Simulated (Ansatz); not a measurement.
Species: CH2, charge 0, triplet. CH2 (SMILES [CH2], triplet).
B3LYP-D3(BJ)/def2-TZVP minimum from Ansatz (a first-principles code):
```xyz
3

C      0.0094     0.0032     0.1026
H     -0.0192     0.9863    -0.3393
H     -0.0373    -1.0052    -0.2764
```
Charge 0, spin multiplicity 3.

Wanted: atomisation energy (electronic, to ground-state atoms), in kcal/mol. Radicals and triplets start from unrestricted determinants; spin-orbit coupling is neglected. CBS(X,Y): correlation extrapolated as X^-3, Hartree-Fock from the larger set (Q,5: extrapolated as (X+1)exp(-9√X)). A bracket is a step between two methods taken in the basis named. The functionals are non-relativistic, so their misses hold any scalar relativity. Double hybrids freeze cores in their MP2 part. 'core' is core correlation in cc-pwCVTZ, 'X2C' scalar relativity in cc-pVTZ-DK, both at CCSD(T). Full CI freezes restricted core orbitals, also for open shells; the composite that ends in it estimates full CI at the basis-set limit. Where a partner has so few electrons that a lower coupled-cluster level is exact, that level stands in.

CCSD(T)/CBS(cc-pVQZ,cc-pV5Z) + [CCSDT(Q) - CCSD(T)]/cc-pVQZ + [FCI - CCSDT(Q)]/cc-pVDZ + core + X2C (Ansatz) gives 190.6 kcal/mol.

Question: What does PBE/def2-TZVPD (Ansatz) give here, and how do the other levels compare?

Answer: PBE gives 194.3 kcal/mol, 3.7 kcal/mol above it. Differences of the others: r2SCAN/def2-TZVPD (Ansatz) 5.7; PBE0/def2-TZVPD (Ansatz) 2.8; wB97M-V/def2-TZVPD (Ansatz) -0.4; B2PLYP/def2-TZVPD (Ansatz) -1.8; CCSD(T)/CBS(cc-pVQZ,cc-pV5Z) + core + X2C (Ansatz) -0.1 kcal/mol. Nearer than PBE: PBE0/def2-TZVPD, wB97M-V/def2-TZVPD, B2PLYP/def2-TZVPD, CCSD(T)/CBS(cc-pVQZ,cc-pV5Z) + core + X2C.
